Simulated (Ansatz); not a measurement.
System: AlF₃, charge -1, multiplicity 2. SMILES of the parent species: [Al]([F])([F])[F]
Structure (B3LYP-D3(BJ)/def2-TZVP (Ansatz, an electronic-structure program) minimum search):
```xyz
4

Al    -0.0885     0.1567     0.3654
F     -1.3258    -0.9060    -0.1511
F      0.0733     1.3983    -0.8005
F      1.3803    -0.7186     0.4238
```
Charge -1, spin multiplicity 2.

Parts of the frozen-core correlation energy in 6-31G* (Ansatz, hartree). Frozen orbitals: 8; correlated occupied orbitals by spin: 13 and 12; virtual: 43 and 44. Open shells are spin-unrestricted. Spin-orbit coupling is left out. No relativistic terms.

```
term                            value
-------------------------  ----------
reference (HF)             -540.45453
MP2 opposite-spin            -0.41103
MP2 same-spin                -0.16256
CCSD correlation             -0.57786
(T)                          -0.00878
T1 diagnostic                   0.015
largest doubles amplitude       0.018
<S^2> of the reference          0.751
```
